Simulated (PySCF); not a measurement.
Isomers of C3H3N. All species are isolated molecules in the gas phase. Strings in code marks are SMILES.

Calculation: PBE-D3(BJ)/def2-TZVP // B3LYP-D3(BJ)/def2-TZVP in PySCF. All candidates: neutral, multiplicity 1. 

```yaml
HOMO: -6.60 eV
dipole_moment: 2.19 D
LUMO: -2.59 eV
```

Problem. Say which member has these values.
A. `C=C=C=N`
B. `N=c1cc1`
C. `C=CC#N`
D. `[H]/N=C\C#C`

Solution. D, `[H]/N=C\C#C`. The others give `C=C=C=N`: -5.51 eV, 1.82 D, -3.05 eV; `C=CC#N`: -7.34 eV, 3.88 D, -2.69 eV; `N=c1cc1`: -5.59 eV, 3.34 D, -1.97 eV
